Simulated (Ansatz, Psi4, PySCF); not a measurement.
System: trichloroborane, BCl3, charge 0, multiplicity 1. SMILES: ClB(Cl)Cl
Coordinates optimised at B3LYP-D3(BJ)/def2-TZVP (Ansatz, an electronic-structure program):
```
B
Cl 1 1.7452
Cl 1 1.7452 2 120.00
Cl 1 1.7452 2 120.00 3 -180.00
```
Charge 0, spin multiplicity 1.

Property: vertical triplet-singlet gap, E(triplet) - E(singlet), in eV. Terms: no spin-orbit coupling; 6-31G* and kin with 6d, 5d where marked; UHF or UKS for open shells; non-relativistic; dispersion terms only where a functional's name holds one; 6-311+G** with 5d, 6d on Na to Ar in Ansatz; each state is the SCF solution reached for its charge and spin; valence correlation only. Ab initio and DFT rows: single points at B3LYP-D3(BJ) geometries (Ansatz). Levels can end on unlike triplets.

```json
[
 {"level": "HF/6-31G*", "program": "Ansatz", "vertical triplet-singlet gap, E(triplet) - E(singlet) (eV)": "6.25"},
 {"level": "HF/6-311+G**", "program": "Ansatz", "vertical triplet-singlet gap, E(triplet) - E(singlet) (eV)": "6.24"},
 {"level": "PBE/6-311+G**", "program": "Ansatz", "vertical triplet-singlet gap, E(triplet) - E(singlet) (eV)": "5.11"},
 {"level": "B3LYP/STO-3G", "program": "Ansatz", "vertical triplet-singlet gap, E(triplet) - E(singlet) (eV)": "5.97"},
 {"level": "B3LYP/3-21G", "program": "Ansatz", "vertical triplet-singlet gap, E(triplet) - E(singlet) (eV)": "5.53"},
 {"level": "B3LYP/6-31G*", "program": "Ansatz", "vertical triplet-singlet gap, E(triplet) - E(singlet) (eV)": "5.49"},
 {"level": "B3LYP/6-311+G**", "program": "Ansatz", "vertical triplet-singlet gap, E(triplet) - E(singlet) (eV)": "5.47"},
 {"level": "M06-2X/6-31G* (5d)", "program": "PySCF", "vertical triplet-singlet gap, E(triplet) - E(singlet) (eV)": "5.98"},
 {"level": "wB97X-D/6-31G*", "program": "Psi4", "vertical triplet-singlet gap, E(triplet) - E(singlet) (eV)": "5.84"},
 {"level": "MP2/6-311+G**", "program": "Ansatz", "vertical triplet-singlet gap, E(triplet) - E(singlet) (eV)": "6.73"},
 {"level": "B3LYP/def2-TZVPD", "program": "Ansatz", "vertical triplet-singlet gap, E(triplet) - E(singlet) (eV)": "5.35"},
 {"level": "PBE0/def2-TZVPD", "program": "Ansatz", "vertical triplet-singlet gap, E(triplet) - E(singlet) (eV)": "5.41"},
 {"level": "wB97M-V/def2-TZVPD", "program": "Ansatz", "vertical triplet-singlet gap, E(triplet) - E(singlet) (eV)": "5.99"}
]
```

No value to compare with is used here. The 10 habitual levels span 5.11 (PBE/6-311+G**) to 6.73 eV (MP2/6-311+G**); B3LYP/def2-TZVPD gives 5.35.

The levels are drawn from those run, B3LYP/6-31G* more often than the rest, none by its result; runs whose electronic state is in doubt are left out.
